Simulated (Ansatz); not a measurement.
Results of the Gaussian-basis code of Ansatz.

A structure relaxed at PBE0-D4/def2-TZVP, charge 0, multiplicity 1:

Cartesian coordinates in Å:
```
N -0.429 -0.537 0.714
Al 0.463 0.580 -0.771
H -0.306 -0.099 1.621
H -0.027 -1.468 0.760
H -1.425 -0.634 0.548
H 1.976 0.553 -0.241
H -0.358 1.945 -0.596
H 0.107 -0.341 -2.035
```

**Question.** Give its formula and SMILES.

**Answer.** AlH6N, `[NH3+][AlH3-]`.

**Question.** Point group (tolerance 0.08 Å, 0.16 Å for H)?

**Answer.** C3v.

**Question.** Summarise the bond lengths by kind.

**Answer.** 1 × Al–N 2.061 Å; 3 × H–N 1.015 Å; 3 × Al–H 1.603 Å.
